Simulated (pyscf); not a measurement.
Elementary routes open to HO–PH–OH + H• in the gas phase (doublet surface):
A. •O–PH–OH + H₂ (H–O broken; H–H formed)
B. H₂O + HO–PH• (O–P broken; H–O formed)

Single points on ωB97X-D3(BJ)/def2-SVP structures (PySCF, gas phase).

Problem. Rank the routes by free-energy barrier at 1200 K, lowest first, for ωB97M-D3(BJ)/def2-TZVP energies (ideal gas, 1 atm, RRHO with modes under 100 cm⁻¹ raised to 100, one conformer, R ln 2 for chiral ones without a mode under 150 cm⁻¹).

Solution. A (1.37 eV), B (1.96 eV)

Route A is the fastest of these, ahead of the next by 0.58 eV. The most stable products are those of A (ΔG = -1.32 eV), so kinetics and thermodynamics agree. At 298 K A is still the fastest. B: On the product side the descent ends in a complex, 0.32 eV under the separated species and 2.22 eV under the saddle at ωB97X-D3(BJ)/def2-TZVP. Only these routes are compared; each barrier is that of the saddle found, and lower ones may exist.
